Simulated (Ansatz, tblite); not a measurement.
Dissociation curve of H2, singlet.

Computed with: GFN2-xTB, 300 K electronic temperature (tblite); FCI = full CI/cc-pVQZ, frozen core (Ansatz, an electronic-structure program).

Energies relative to the lowest point of each curve near equilibrium, in kJ/mol; the last columns give the difference from FCI:

```
R / Å  GFN2-xTB    FCI  GFN2-xTB − FCI
-----  --------  -----  --------------
0.60       62.1   48.4            13.7
0.65       27.7   17.9             9.8
0.68       14.8    7.5             7.3
0.70        8.8    3.2             5.6
0.73        3.0    0.1             2.9
0.75        0.9    0.0             0.9
0.77        0.0    1.2            -1.2
0.80        0.6    5.1            -4.5
0.82        2.1    8.9            -6.8
0.86        7.3   18.9           -11.6
0.92       19.7   38.4           -18.7
1.01       45.5   74.2           -28.7
1.12       82.9  122.6           -39.7
1.23      122.3  171.7           -49.4
1.33      157.8  214.3           -56.5
1.50      215.2  278.9           -63.7
1.67      267.6  331.7           -64.0
1.86      319.4  376.1           -56.7
1.99      350.4  398.4           -48.0
2.22      396.8  425.1           -28.3
2.64      455.5  447.2             8.3
2.98      483.1  453.1            30.0
```

GFN2-xTB is furthest from FCI at 1.67 (-64.0 kJ/mol, below); its mean absolute difference over the points is 25.3 kJ/mol.
